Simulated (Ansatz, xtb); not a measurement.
## Two isomers of C3H5FO

We compare X, `O[C@@H]1C[C@H]1F`, a singlet, with Y, `O[C@@H]1C[C@@H]1F`, a singlet. Both are isolated molecules in the gas phase, relaxed with PBE0-D3(BJ)/def2-SVP; the shapes shown needn't be the lowest conformers.

X (Å):

```xyz
10

C    -1.3118    1.6485   -0.4545
C    -0.2028    0.8475   -1.0684
C    -1.6225    0.5561   -1.4231
F    -2.1832   -0.5862   -0.9531
O    -1.4163    2.9694   -0.8458
H    -2.3433    3.2252   -0.7870
H    -1.5388    1.4217    0.5977
H     0.4136    1.3438   -1.8221
H     0.3132    0.1300   -0.4261
H    -1.9865    0.8325   -2.4188
```

Y (Å):

```xyz
10

C    -0.9050    0.9008   -0.3346
C    -0.6658    0.9429   -1.8259
C    -2.0222    1.2224   -1.2705
F    -2.4177    2.5294   -1.2370
O    -0.4199    1.9150    0.4636
H    -1.0066    2.6738    0.3485
H    -0.9054   -0.0771    0.1606
H    -0.1112    1.8140   -2.1863
H    -0.5037    0.0154   -2.3813
H    -2.8655    0.5442   -1.4334
```

Quicker runs give these differences E(Y) − E(X): GFN2-xTB −0.24 kJ/mol; HF/STO-3G +5.01 kJ/mol (at GFN2-xTB geometries); r2SCAN-D4/def2-SVP +5.89 kJ/mol (at GFN2-xTB geometries).

Task: Estimate E(Y) − E(X) at the level CCSD(T)/def2-SVP + ΔMP2/def2-TZVPP.

Result: CCSD(T)/def2-SVP + ΔMP2/def2-TZVPP gives E(Y) − E(X) = +6.17 kJ/mol, slightly favouring structure X, which is too small a margin to settle the true order.

How the difference moves with the method:

| level | geometry | E(Y) − E(X) (kJ/mol) | departure from the last row (kJ/mol) | job, with rough time for the two |
| --- | --- | --- | --- | --- |
| GFN2-xTB | GFN2-xTB | −0.24 | −6.41 | optimisation, 0.25 s |
| HF/STO-3G | GFN2-xTB | +5.01 | −1.16 | single point, 0.82 s |
| r2SCAN-D4/def2-SVP | GFN2-xTB | +5.89 | −0.28 | single point, 5.5 s |
| PBE0-D3(BJ)/def2-SVP | PBE0-D3(BJ)/def2-SVP | +4.53 | −1.64 | optimisation, 71 s |
| HF/def2-SVP | PBE0-D3(BJ)/def2-SVP | +8.76 | +2.59 | part of the CCSD(T) run |
| MP2/def2-SVP | PBE0-D3(BJ)/def2-SVP | +6.63 | +0.46 | part of the CCSD(T) run |
| CCSD(T)/def2-SVP | PBE0-D3(BJ)/def2-SVP | +6.01 | −0.17 | single point |
| CCSD(T)/def2-SVP + ΔMP2/def2-TZVPP | PBE0-D3(BJ)/def2-SVP | +6.17 |  | single point, 52 s |

As drawn, both hold the same kinds of bond in the same numbers.

GFN2-xTB finds them nearly level. The largest departure from CCSD(T)/def2-SVP + ΔMP2/def2-TZVPP is that of GFN2-xTB, 6.41 kJ/mol. The last row adds to CCSD(T) the change of the MP2 difference between the two basis sets, here +0.17 kJ/mol.

With harmonic frequencies from PBE0-D3(BJ)/def2-SVP (ideal gas, rigid rotor, one conformer each, 298.15 K, 1 atm): the zero-point term adds −0.24 kJ/mol; ΔH is +6.02 and ΔG +5.86 kJ/mol.

The correlated steps freeze 5 core orbitals. Codes used: Ansatz 0.2.0, xtb 6.7.1; the last row on 2 threads of Intel(R) Xeon(R) Processor @ 2.50GHz (Skylake/Cascade Lake) on a shared host.
